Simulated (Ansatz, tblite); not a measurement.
**The cluster Ag₂Pd₂−: rung by rung**

Aim: run the doublet of the cluster Ag₂Pd₂− at one geometry on many levels, and compare frontier levels, spin and run time.

Computed with Ansatz 0.2.0, Gaussian basis. Level: as each input shows.

The runs, in order: GFN1-xTB, GFN2-xTB, PBE-D4/def2-TZVPD, r2SCAN-D4/def2-TZVPD, B3LYP-D4/def2-TZVPD, BLYP-D4/def2-TZVPD, B2PLYP/def2-TZVPD, r2SCAN0-D4/def2-TZVPD, BHLYP-D4/def2-TZVPD, PBE+5HF/def2-TZVPD, PBE+10HF/def2-TZVPD, PBE+15HF/def2-TZVPD, PBE+35HF/def2-TZVPD, PBE+50HF/def2-TZVPD, PBE-D4/def2-SVPD, PBE0-D4/def2-SVPD, MP2/def2-TZVPD, RPA/def2-TZVPD.

1 further run of the same task is left out (set aside as unsound or not needed). Runs told in other sessions of the task aren't counted.

### 1 The relaxed structure

The geometry is that of the doublet, from an earlier relaxation (r2SCAN-D4/def2-SVPD). At that level it is the lowest of the isomers that a small search found.

4 atoms, charge -1, spin multiplicity 2.

Bond lengths: Pd1–Pd2 2.514 Å, Pd1–Ag3 2.600 Å, Pd1–Ag4 2.758 Å, Pd2–Ag3 2.756 Å, Pd2–Ag4 2.600 Å. Angles: Pd2–Pd1–Ag3 65.2°, Pd2–Pd1–Ag4 58.9°, Ag3–Pd1–Ag4 124.1°, Pd1–Pd2–Ag3 58.9°, Pd1–Pd2–Ag4 65.2°, Ag3–Pd2–Ag4 124.1°, Pd1–Ag3–Pd2 55.9°, Pd1–Ag4–Pd2 55.9°.

As a file:

```xyz
4
Ag2Pd2
Pd    0.79492   -0.97474   -0.00921
Pd   -0.79378    0.97415    0.01048
Ag    1.93447    1.36233    0.00839
Ag   -1.93561   -1.36174   -0.00967
```

Ag, Pd take a core potential in the def2 sets. No spin-orbit coupling is included. The ion is computed in the gas phase, without counter-ions or solvent.

PBE0-D4/def2-TZVPD was run before; its log isn't repeated, and its numbers join the tables.

### 2 GFN1-xTB

Tight binding, by tblite at 300 K electronic temperature and without a spin-polarisation term:

```python
tblite.interface.Calculator('GFN1-xTB', numbers, positions, charge=-1, uhf=1).singlepoint()
```

Energy -455.2952 eV; 0.005 s.

### 3 GFN2-xTB

Tight binding, by tblite at 300 K electronic temperature and without a spin-polarisation term:

```python
tblite.interface.Calculator('GFN2-xTB', numbers, positions, charge=-1, uhf=1).singlepoint()
```

Energy -464.0532 eV; 0.007 s.

### 4 PBE-D4/def2-TZVPD

start.molden holds the orbitals of an earlier run on this state, given as this run's starting guess.

The input, in.yaml:

```yaml
crystal:
  periodic: [false, false, false]
  atoms:
    - {symbol: Pd, position_ang: [0.794919, -0.974735, -0.009210]}
    - {symbol: Pd, position_ang: [-0.793776, 0.974145, 0.010482]}
    - {symbol: Ag, position_ang: [1.934472, 1.362332, 0.008395]}
    - {symbol: Ag, position_ang: [-1.935614, -1.361742, -0.009667]}
basis:
  gaussian: {orbitals: def2-TZVPD, initial_orbitals: start.molden}
total_charge: -1
magnetization: {spin_polarized: true, initial_magnetization: 1}
hamiltonian: {xc: pbe, dispersion: d4}
scf: {omitted_lower_state_checks: [starts]}
output: {forces: true, orbitals: {seedname: orbitals}}
```

Launch:

```
$ ansatz run in.yaml --threads 4 --pin off --events-out ev --progress --plain --max-ram 3916MiB
```

After this run come: r2SCAN-D4/def2-TZVPD; B3LYP-D4/def2-TZVPD; BLYP-D4/def2-TZVPD; B2PLYP/def2-TZVPD; r2SCAN0-D4/def2-TZVPD; BHLYP-D4/def2-TZVPD; PBE+5HF/def2-TZVPD; PBE+10HF/def2-TZVPD; PBE+15HF/def2-TZVPD; PBE+35HF/def2-TZVPD; PBE+50HF/def2-TZVPD; PBE-D4/def2-SVPD; PBE0-D4/def2-SVPD; MP2/def2-TZVPD; RPA/def2-TZVPD.

**Question.** What will the summary of the whole plan be? Wanted: gap in def2-TZVPD, named functionals, smallest and largest; gap over the share of exact exchange; correlation energy, MP2/def2-TZVPD; ⟨S²⟩ in def2-TZVPD, named functionals, smallest and largest; PBE0 total energy, smallest basis above largest.

The runs gave:

```
                                                   quantity                                 value
 gap in def2-TZVPD, named functionals, smallest and largest  0.18 eV (PBE-D4), 2.95 eV (BHLYP-D4)
                       gap over the share of exact exchange          0.18 eV at 0, 2.99 eV at 0.5
                         correlation energy, MP2/def2-TZVPD                             -53.48 eV
⟨S²⟩ in def2-TZVPD, named functionals, smallest and largest                          0.756, 0.823
            PBE0 total energy, smallest basis above largest       3.75 eV (def2-SVPD, def2-TZVPD)
```

**Reading.** Orbital gaps of the named functionals in def2-TZVPD span 0.18 eV (PBE-D4) to 2.95 eV (BHLYP-D4); exact exchange widens it. Raising the share of exact exchange from 0 to 0.5 moves the HOMO by -0.89 eV and the LUMO by +1.93 eV. Over the named functionals in def2-TZVPD spin contamination reaches 0.07 (r2SCAN0-D4), which is small. PBE-D4, BLYP-D4 put the HOMO above zero; others here keep it below zero, so the sign hangs on the functional's self-interaction and doesn't show that the species is unbound.
